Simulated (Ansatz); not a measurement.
Si3H4. Charge 0, multiplicity 1. Geometry PBE0-D4/def2-TZVP, basis def2-TZVP, Ansatz.

```csv
atom,x (Å),y (Å),z (Å)
Si1,0.943,-0.035,-1.022
Si2,-0.925,-0.883,-0.550
Si3,-0.012,0.565,0.966
H4,2.092,0.109,-1.956
H5,0.534,0.096,2.273
H6,-2.059,-1.779,-0.901
H7,-0.575,1.927,1.190
```

| run | HOMO (eV) | LUMO (eV) |
| --- | --- | --- |
| A | -5.55 | -2.41 |
| B | -6.76 | -0.88 |
| C | -6.17 | -1.79 |
| D | -5.46 | -2.71 |
| E | -8.40 | 0.17 |

LC-ωPBE has ω = 0.4 bohr⁻¹. The structure comes from a short search, and lower isomers may exist.

Task: The runs used BHLYP, LC-ωPBE, LDA (SPW92), PBE0, r2SCAN. Estimate which is which.

Result: A r2SCAN (0 % exact exchange); B BHLYP (50 % exact exchange); C PBE0 (25 % exact exchange); D LDA (SPW92) (0 % exact exchange); E LC-ωPBE (range-separated). Exact exchange lowers occupied and raises empty levels; among semilocal functionals meta-GGAs tend to open the gap a little, and such runs are hard to tell apart. The gap grows from 2.75 eV (LDA (SPW92)) to 8.57 eV (LC-ωPBE).
